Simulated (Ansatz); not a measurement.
Zinc-blende BeSe, treated with G0W0@HSE06 (plane waves, hard PAW, contour deformation; Ansatz, an electronic-structure program).

The cell has the measured lattice parameters. Conventional cell: a = 5.1390 Å, b = 5.1390 Å, c = 5.1390 Å, α = 90.00°, β = 90.00°, γ = 90.00°.

The quasiparticle gap at Γ at a fixed k mesh 4×4×4:

| response cutoff | value (eV) |
|---|---|
| 150 eV, 260 empty bands | 6.226 |
| 200 eV, 400 empty bands | 6.241 |
| 250 eV, 559 empty bands | 6.249 |
| 300 eV, 735 empty bands | 6.253 |

Q: Taking the value to converge with the response cutoff E as E^(−3/2), extrapolate from the last two rows.

A: With y = y∞ + c/w and weights w = 3953 and 5196 for the last two rows, y∞ = (w2 y2 − w1 y1)/(w2 − w1) = (5196 × 6.253 − 3953 × 6.249)/1243 = 6.266 eV, which lies 0.013 beyond the last row. Successive pairs of rows give 6.269, 6.269, 6.266. The limit also hangs on the law assumed, so its last digits aren't firm.

The other settings are not extrapolated, so this is the limit in one setting alone.

The smallest gap on this mesh is 4.23 eV, away from Γ.

Spin–orbit coupling is not included.

Note: GW on a hybrid start was not checked against another program.
